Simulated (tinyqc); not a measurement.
CCSD on RHF in the sto-3g basis, for H2O, spin multiplicity 1, step by step (part 2 of 2). Computed by tinyqc, a small Python program that keeps every step (integrals from PySCF). Command: `OMP_NUM_THREADS=1 python tinyqc.py 23239 23240 out.jsonl` (the two numbers bound the seeds that draw the settings). One thread of a shared host (Intel(R) Xeon(R) Processor @ 2.60GHz), about 0.3 s of CPU time with the checks.

Geometry (angstrom):
```
atom         x          y         z
O     0.000000   0.000000  0.000000
H     0.000000   0.890000  0.740000
H     0.000000  -0.890000  0.740000
```

## CCSD: starting amplitudes

orbital energies (hartree): MO1 -20.275665, MO2 -1.195440, MO3 -0.518862, MO4 -0.435910, MO5 -0.390427, MO6 0.439748, MO7 0.527340

Two-electron integrals over orbitals (pq|rs), unique and non-zero (hartree):
```
(11|11) 4.747391    (21|11) -0.433054   (21|21) 0.062369    (22|11) 1.027242
(22|21) -0.015902   (22|22) 0.726188    (31|31) 0.010726    (32|31) 0.016779
(32|32) 0.125970    (33|11) 0.755261    (33|21) -0.004866   (33|22) 0.608453
(33|33) 0.583490    (41|11) 0.159641    (41|21) -0.021451   (41|22) 0.011533
(41|33) 0.005326    (41|41) 0.022918    (42|11) -0.151392   (42|21) 0.007750
(42|22) -0.031409   (42|33) 0.003008    (42|41) 0.017924    (42|42) 0.129645
(43|31) -0.002429   (43|32) 0.028459    (43|43) 0.058981    (44|11) 0.908262
(44|21) -0.010586   (44|22) 0.652320    (44|33) 0.556445    (44|41) -0.007808
(44|42) -0.087292   (44|44) 0.674777    (51|51) 0.025943    (52|51) 0.033474
(52|52) 0.152405    (53|53) 0.025986    (54|51) -0.011473   (54|52) -0.043161
(54|54) 0.045914    (55|11) 1.115363    (55|21) -0.012283   (55|22) 0.757860
(55|33) 0.595533    (55|41) 0.004512    (55|42) -0.082466   (55|44) 0.675362
(55|55) 0.880159    (61|11) -0.183027   (61|21) 0.028004    (61|22) -0.002157
(61|33) 0.000769    (61|41) 0.004055    (61|42) 0.020942    (61|44) -0.014579
(61|55) -0.005017   (61|61) 0.024649    (62|11) 0.251174    (62|21) -0.005798
(62|22) 0.126575    (62|33) 0.064376    (62|41) 0.018368    (62|42) 0.036496
(62|44) 0.054556    (62|55) 0.134218    (62|61) 0.011417    (62|62) 0.093297
(63|31) 0.002573    (63|32) -0.033668   (63|43) -0.039717   (63|63) 0.073764
(64|11) 0.286771    (64|21) -0.003985   (64|22) 0.138164    (64|33) 0.051448
(64|41) 0.000541    (64|42) -0.055424   (64|44) 0.132634    (64|55) 0.160670
(64|61) -0.002565   (64|62) 0.057247    (64|64) 0.108437    (65|51) 0.012150
(65|52) 0.048166    (65|54) 0.007731    (65|65) 0.033356    (66|11) 0.781571
(66|21) -0.007637   (66|22) 0.590800    (66|33) 0.543292    (66|41) 0.016677
(66|42) 0.043036    (66|44) 0.543307    (66|55) 0.577166    (66|61) 0.008887
(66|62) 0.091091    (66|64) 0.057470    (66|66) 0.577872    (71|31) 0.014102
(71|32) 0.021152    (71|43) -0.003222   (71|63) 0.002874    (71|71) 0.018565
(72|31) 0.015054    (72|32) 0.057883    (72|43) -0.029589   (72|63) 0.028321
(72|71) 0.019003    (72|72) 0.069465    (73|11) 0.373013    (73|21) -0.006926
(73|22) 0.171310    (73|33) 0.088913    (73|41) -0.000198   (73|42) -0.078764
(73|44) 0.134334    (73|55) 0.206305    (73|61) -0.005431   (73|62) 0.064435
(73|64) 0.109486    (73|66) 0.047443    (73|73) 0.163602    (74|31) -0.007902
(74|32) -0.070992   (74|43) -0.018931   (74|63) 0.056994    (74|71) -0.010450
(74|72) -0.016633   (74|74) 0.072728    (75|53) 0.023879    (75|75) 0.024884
(76|31) 0.007033    (76|32) 0.080354    (76|43) 0.065917    (76|63) -0.064574
(76|71) 0.009100    (76|72) -0.003691   (76|74) -0.061648   (76|76) 0.110103
(77|11) 0.822367    (77|21) -0.008611   (77|22) 0.601520    (77|33) 0.573424
(77|41) 0.003626    (77|42) -0.017745   (77|44) 0.566563    (77|55) 0.600720
(77|61) -0.003065   (77|62) 0.057698    (77|64) 0.052799    (77|66) 0.544529
(77|73) 0.093130    (77|77) 0.585844
```

t_ij^ab = <ij||ab> / (e_i + e_j - e_a - e_b), whose energy is MP2.

Starting amplitudes (spin orbitals 1a, 1b, ...; amplitudes related by a flip of all spins are not repeated; the 24 largest):
```
from      to          t
3a 3b  7a 7b  -0.078189
4a 4b  6a 6b  -0.061918
3a 4b  6b 7a   0.056969
3a 3b  6a 6b  -0.038474
4a 4b  7a 7b  -0.037751
3a 4b  6a 7b  -0.029656
2a 2b  6a 6b  -0.028528
3a 4a  6a 7a   0.027313
2a 3b  6a 7b  -0.024030
2a 4b  6a 6b  -0.022800
2a 2b  7a 7b  -0.020161
5a 5b  6a 6b  -0.020090
5a 5b  7a 7b  -0.013557
2a 3a  6a 7a  -0.013468
2a 3b  6b 7a   0.010562
2a 4b  7a 7b   0.006192
1a 2b  7a 7b  -0.000844
1a 1b  6a 6b  -0.000595
1a 2b  6a 6b  -0.000511
1a 4b  7a 7b   0.000480
1a 1b  7a 7b  -0.000446
1a 3a  6a 7a   0.000382
1a 3b  6a 7b   0.000250
1a 3b  6b 7a   0.000132
```

correlation energy = -0.05645281 hartree

## CCSD: amplitude update 1

t_i^a D_i^a and t_ij^ab D_ij^ab are set to the remaining terms of the spin-orbital equations, evaluated with the old amplitudes; for the doubles these are <ij||ab> + 1/2 <ab||ef> t_ij^ef + 1/2 <mn||ij> t_mn^ab + P(ij)P(ab) <mb||ej> t_im^ae + terms in t^2 + terms with t1, D the orbital-energy denominators.

Amplitudes after update 1 (spin orbitals 1a, 1b, ...; amplitudes related by a flip of all spins are not repeated; the 24 largest):
```
from      to          t
3a 3b  7a 7b  -0.099512
4a 4b  6a 6b  -0.078647
3a 4b  6b 7a   0.073247
3a 3b  6a 6b  -0.054786
4a 4b  7a 7b  -0.051787
3a 4b  6a 7b  -0.047035
2a 4b  6a 6b  -0.032579
2a 2b  6a 6b  -0.031402
2a 3b  6a 7b  -0.029837
3a 4a  6a 7a   0.026212
5a 5b  6a 6b  -0.024520
2a 2b  7a 7b  -0.021402
2a 3b  6b 7a   0.017583
5a 5b  7a 7b  -0.014658
2a 3a  6a 7a  -0.012254
4a        6a  -0.010416
2a 4b  7a 7b   0.004922
3a        7a  -0.003694
2a        6a   0.001764
1a 2b  7a 7b  -0.000769
1a 1b  6a 6b  -0.000495
1a 2b  6a 6b  -0.000454
1a 4b  7a 7b   0.000410
1a 3a  6a 7a   0.000371
```

correlation energy = -0.07204017 hartree

## CCSD: amplitude update 2

As before.

Amplitudes after update 2 (spin orbitals 1a, 1b, ...; amplitudes related by a flip of all spins are not repeated; the 24 largest):
```
from      to          t
3a 3b  7a 7b  -0.106862
4a 4b  6a 6b  -0.086087
3a 4b  6b 7a   0.079225
3a 3b  6a 6b  -0.061215
4a 4b  7a 7b  -0.057809
3a 4b  6a 7b  -0.056105
2a 4b  6a 6b  -0.036109
2a 2b  6a 6b  -0.031558
2a 3b  6a 7b  -0.030941
5a 5b  6a 6b  -0.025830
3a 4a  6a 7a   0.023121
2a 2b  7a 7b  -0.020842
2a 3b  6b 7a   0.020611
4a        6a  -0.016085
5a 5b  7a 7b  -0.014271
2a 3a  6a 7a  -0.010330
3a        7a  -0.004051
2a 4b  7a 7b   0.003926
2a        6a   0.003194
1a 2b  7a 7b  -0.000744
1a 1b  6a 6b  -0.000488
1a 2b  6a 6b  -0.000450
1a 4b  7a 7b   0.000388
1a 3a  6a 7a   0.000361
```

correlation energy = -0.07751212 hartree

## CCSD: convergence

E_corr = 1/4 sum <ij||ab> t_ij^ab + 1/2 sum <ij||ab> t_i^a t_j^b; stop when the norm of the change is below 1e-8.

Course of the amplitude iterations:
```
update  correlation energy (hartree)  norm of the change
0                        -0.05645281                   -
1                        -0.07204017            1.06e-01
2                        -0.07751212            4.55e-02
3                        -0.08163039            2.14e-02
4                        -0.08165077            2.95e-03
5                        -0.08167782            8.36e-04
6                        -0.08167741            8.40e-05
7                        -0.08167678            3.17e-05
8                        -0.08167726            5.81e-06
9                        -0.08167743            1.75e-06
10                       -0.08167741            6.06e-07
11                       -0.08167740            1.55e-07
12                       -0.08167740            5.15e-08
13                       -0.08167740            1.88e-08
14                       -0.08167740            3.61e-09
```

Converged amplitudes (spin orbitals 1a, 1b, ...; amplitudes related by a flip of all spins are not repeated; the 24 largest):
```
from      to          t
3a 3b  7a 7b  -0.113049
4a 4b  6a 6b  -0.095252
3a 4b  6b 7a   0.083939
3a 4b  6a 7b  -0.065083
3a 3b  6a 6b  -0.063535
4a 4b  7a 7b  -0.062517
2a 4b  6a 6b  -0.038637
2a 2b  6a 6b  -0.031349
2a 3b  6a 7b  -0.030691
5a 5b  6a 6b  -0.026246
4a        6a  -0.023440
2a 3b  6b 7a   0.022572
2a 2b  7a 7b  -0.019616
3a 4a  6a 7a   0.018856
5a 5b  7a 7b  -0.013269
2a 3a  6a 7a  -0.008119
2a        6a   0.005568
2a 4b  7a 7b   0.002952
3a        7a  -0.002652
1a 2b  7a 7b  -0.000728
1a 1b  6a 6b  -0.000480
1a 2b  6a 6b  -0.000459
1a 4b  7a 7b   0.000374
1a 3a  6a 7a   0.000357
```

CCSD total energy = -75.00063590 hartree

T1 diagnostic, norm of the one-spin t1 over sqrt(correlated electrons) = 0.007665

Converged in 14 updates, with DIIS from the third.
